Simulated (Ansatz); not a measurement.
We consider hcp Be, described by r²SCANh in Ansatz (plane waves, PAW).

Input file:

Ansatz 0.2 input:
```yaml
crystal:
  lattice:
    - [1.1283180703, -1.9543042249, 0.0]
    - [1.1283180703, 1.9543042249, 0.0]
    - [0.0, 0.0, 3.5769014908]
  atoms:
    - { symbol: Be, position: [0.3333333333, 0.6666666667, 0.25] }
    - { symbol: Be, position: [0.6666666667, 0.3333333333, 0.75] }
basis:
  ecutwfc: 520
  ecutrho_ratio: 4
  xc_grid: 3
kpoints:
  mp_grid: { grid: [15, 15, 8] }
hamiltonian:
  xc: r2scanh
  dispersion: none
  pseudopotentials: { kind: paw }
scf:
  occupations: { method: fermi_dirac, width: 0.05 }
  convergence: { dr2_threshold: 0.0000000002 }
output:
  forces: true
  stress: true
  eigenvalues: true
```

From the output:

```
WARN output.stress: scf.exx.energy_threshold = 1e-6 eV is looser than the 2e-8 eV advised for a stress under a hybrid functional (1e-8 eV for each atom of the …
Crystal: 2 atoms, lattice volume = 15.775 Å³
Basis set: ecut = 520 eV, 415 PW (Γ), exchange–correlation on 54×54×81 points (27 copies of the dense FFT grid, shifted against one another)
Bands: 6, of which v1, the nominal top of the filled ones, is band 2 counted from 1 (1 counted from 0)
Symmetry: 24 space group operations
Space group: P63/mmc (ITA 194), of the structure as read, at distance tolerance 2.5e-5 Å
k-points: 135 of 1800
Functional: x = r2scan, c = r2scan; τ floored in thin density (d = 2e-4 eV/Å³), warm-up for x = 0.9 r2scan + 0.1 exact, c = r2scan; τ floored in thin density (d = 2e-4 eV/Å³)
SCF iter   1: F=—  HF=-186.661340 eV  |F-HF|=—  |Δ(HF+E_count)|=         —  Δρ=3.89e-3  dr2=1.78e-3  dr2_τ=5.83e-2
SCF iter   2: F=—  HF=-186.672312 eV  |F-HF|=—  |Δ(HF+E_count)|=   1.10e-2  Δρ=3.66e-3  dr2=1.63e-3  dr2_τ=5.18e-6
  ...
SCF 1 converged in 9 iterations: F = -186.672118 eV  dr2 = 1.09e-10
Crystal: 2 atoms, lattice volume = 15.775 Å³
Initial density: handed on by an earlier stage of this run
Functional: x = 0.9 r2scan + 0.1 exact, c = r2scan; τ floored in thin density (d = 2e-4 eV/Å³)
Crystal: 2 atoms, lattice volume = 15.775 Å³
SCF iter   1: F=—  HF=-186.668166 eV  |F-HF|=—  |Δ(HF+E_count)|=         —  Δρ=8.75e-7  dr2=3.08e-11  dr2_τ=1.08e-11
SCF iter   2: F=-186.668166 eV  HF=-186.668166 eV  |F-HF|=1.20e-11  |Δ(HF+E_count)|=  7.18e-11  Δρ=4.46e-7  dr2=7.29e-12  dr2_τ=1.80e-12
SCF 3 converged in 2 iterations: F = -186.668166 eV  dr2 = 7.29e-12
Free energy (F): -186.668166 eV
Internal energy: -186.667716 eV  (E = F + TS)
E sigma→0 (E₀):  -186.667941 eV
Fermi energy:    8.661591 eV
--- Forces (eV/Å), atoms counted from 1 ---
  atom   1  Be    -0.00000000     0.00000000     0.00000000
  atom   2  Be     0.00000000    -0.00000000     0.00000000
--- Stress (GPa, compression-positive) ---
        0.014939       0.000000       0.000000
        0.000000       0.014939       0.000000
        0.000000       0.000000      -0.047931
  P = ⅓ Tr σ = -0.0060 GPa (-0.060 kbar)
```

The PAW data were made under PBE.

Note: the run warned that the count of filled bands differs between k points.

Ansatz is a first-principles code.
